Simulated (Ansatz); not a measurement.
Species, as SMILES: [F][Al][F], doublet.
Atoms: Al1, F2, F3. Bonds: Al1-F2, Al1-F3.

Basis-set convergence of the optimised Al1-F2 bond length at MP2 with Ansatz (a program for electronic structure). The reference of a correlated method is not its basis-set limit, which lies further on. Cartesian d functions, on some or all atoms, in 6-311G**, 6-311+G**; all else is spherical. Cores are frozen. Open shells are unrestricted. No added dispersion term, no relativity. Reference: the value in def2-QZVPP, 1.6515 Å, itself unsure by roughly 0.0007 Å (its distance from cc-pV(Q+d)Z). Deviations are taken from unrounded values.

| basis | functions | optimised Al1-F2 bond length (Å) |
|---|---|---|
| cc-pV(D+d)Z | 51 | 1.6704 |
| aug-cc-pV(D+d)Z | 78 | 1.6684 |
| 6-311G** | 63 | 1.6648 |
| 6-311+G** | 75 | 1.6742 |
| cc-pV(T+d)Z | 99 | 1.6516 |
| aug-cc-pV(T+d)Z | 147 | 1.6548 |
| def2-TZVPP | 104 | 1.6518 |
| def2-TZVPPD | 128 | 1.6547 |

What the diffuse functions change, pair by pair:
- cc-pV(D+d)Z to aug-cc-pV(D+d)Z: 27 more functions, deviation 0.0189 to 0.0169 Å
- 6-311G** to 6-311+G**: 12 more functions, deviation 0.0133 to 0.0227 Å
- cc-pV(T+d)Z to aug-cc-pV(T+d)Z: 48 more functions, deviation 0.0001 to 0.0033 Å
- def2-TZVPP to def2-TZVPPD: 24 more functions, deviation 0.0002 to 0.0031 Å

They bring the value nearer the reference by more than 0.0007 Å in 1 of 4 pairs.
